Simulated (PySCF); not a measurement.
Species: C₅H₆F (charge +1).
Z-matrix (Å and degrees, GFN2-xTB geometry), rows numbered from 1:
```
C 
C   1  1.4283
C   2  1.3827  1  151.55
C   3  1.3764  2   61.33  1  -179.90
C   4  1.4470  2  148.59  3  -179.19
F   5  1.3566  4  111.06  2    -1.05
H   1  1.0971  2  108.10  3   -88.83
H   1  1.0906  2  111.61  3    28.22
H   1  1.0908  2  111.58  3   154.14
H   3  1.0677  2  150.42  4   179.93
H   5  1.1029  4  110.42  2   118.96
H   5  1.1025  4  110.85  2  -121.41
```

Method used: TDDFT PBE0/def2-SVPD, vertical, gas phase, core orbitals frozen in the response in PySCF.

Orbital energies (eV): HOMO-3 -16.23, HOMO-2 -15.86, HOMO-1 -15.22, HOMO -14.87, LUMO -6.98, LUMO+1 -6.75, LUMO+2 -3.82.

Question: Among the lowest singlets, which states do these configurations lead, and at what energies: HOMO-2→LUMO+1, HOMO→LUMO, HOMO-1→LUMO, HOMO→LUMO+1, HOMO-2→LUMO, HOMO-1→LUMO+1?

Answer: 

```
state  leading configuration  weight  Δε (eV)  E (eV)  E − Δε (eV)       f        other configurations
   S1            HOMO-1→LUMO    0.78     8.24    6.55        -1.69  0.0009               H-1→L+1 (12%)
   S2          HOMO-1→LUMO+1    0.72     8.48    6.65        -1.83  0.0011   H-1→L (16%), H-2→L+1 (9%)
   S3              HOMO→LUMO    0.91     7.89    6.83        -1.07   0.098                           –
   S4            HOMO→LUMO+1    0.92     8.13    7.10        -1.03   0.097                           –
   S5            HOMO-2→LUMO    0.71     8.88    7.13        -1.75  0.0001                 H-4→L (14%)
   S6          HOMO-2→LUMO+1    0.70     9.12    7.46        -1.66  0.0008  H-4→L+1 (9%), H-1→L+1 (8%)
```

E − Δε runs from -1.83 to -1.03 eV. By orbital difference alone the order would be S3, S4, S1, S2, S5, S6. Δε is the difference of the two orbital energies.

H and L stand for HOMO and LUMO. The other states: S7 8.12 eV, f 0.0014, H-4→L (75%), H-2→L (17%); S8 8.28 eV, f 0.048, H-3→L (94%).

Question: Which computed triplets share their leading configuration (75% or more) with a singlet, and how far apart are the partners?

Answer: 

```
configuration  triplet  E(T) (eV)  singlet  E(S) (eV)  E(S) − E(T) (eV)
  HOMO-1→LUMO       T2       6.13       S1       6.55             +0.42
```

The 3 triplets are Tamm–Dancoff values, the singlets full response.

Summed over the main configurations (up to three a state, each over 8%) of all 8 singlets, the electron leaves HOMO-1 with weight 1.86, HOMO with weight 1.83, HOMO-2 with weight 1.68 and HOMO-4 with weight 0.99.

One conformer stands for the species.
